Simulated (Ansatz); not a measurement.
A calculation on hcp Zr returned lattice constant a 3.245 Å, lattice parameter c 5.153 Å.

For reference: lattice constant a 3.232 Å (measured, 293 K, no zero-point or thermal correction; as tabulated in Wikipedia's data pages); lattice parameter c 5.148 Å (measured, 293 K, not corrected to a static lattice; as tabulated in Wikipedia's data pages).

Question: Which level of theory produced these numbers?
(A) r²SCAN (Ansatz, a quantum-chemistry and plane-wave program)
(B) PBEsol-D3(BJ) (Ansatz)
(C) RPBE (Ansatz)
(D) B3LYP (VWN-RPA form) (Ansatz)

Answer: A, r²SCAN (Ansatz)

The others give: B3LYP (VWN-RPA form) 3.282 Å, 5.143 Å; RPBE 3.260 Å, 5.206 Å; PBEsol-D3(BJ) 3.132 Å, 5.057 Å.

Unless a cell is named, each level is at its own relaxed cell (B3LYP (VWN-RPA form) 23.99, PBEsol-D3(BJ) 21.48, r²SCAN 23.50, RPBE 23.96 Å³/atom).

Ansatz's density-functional and Hartree–Fock values are scalar-relativistic unless marked +SOC, with PAW data made under PBE.
